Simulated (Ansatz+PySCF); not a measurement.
## singlet CF₂: levels of theory in one basis

| atom | x (Å) | y (Å) | z (Å) |
| --- | --- | --- | --- |
| C | 0.0000 | 0.0000 | -0.5438 |
| F | 0.0000 | 0.9419 | 0.1813 |
| F | 0.0000 | -0.9419 | 0.1813 |

Basis set: def2-SVP (spherical functions). Correlated methods keep 3 orbitals frozen. Charge 0, multiplicity 1.

Computed with Ansatz (development build ahead of 0.2.0); each method stands on the lowest determinant of its kind that the runs found. NEVPT2 correlates all electrons. Active spaces start from the frontier orbitals, and the lowest solution found is given.

```tsv
method	E − E(RHF) (eV)	<S²> of the determinant
RHF	0.00	0.00
RHF-MP2	-12.70	–
RHF-CCSD	-13.09	–
RHF-CCSD(T)	-13.36	–
SC-NEVPT2(2,2)	-12.74	–
```

(1) What does CASSCF(2,2) give on the same scale?

(2) Is a single determinant a sound starting point here?

Results:

(1) -0.48 eV.

(2) By this sign, yes. Unrestricted orbitals gain 0.00 eV and <S²> is 0.00 against 0.00 for a pure state. The CASSCF(2,2) natural occupations are 1.95, 0.05.
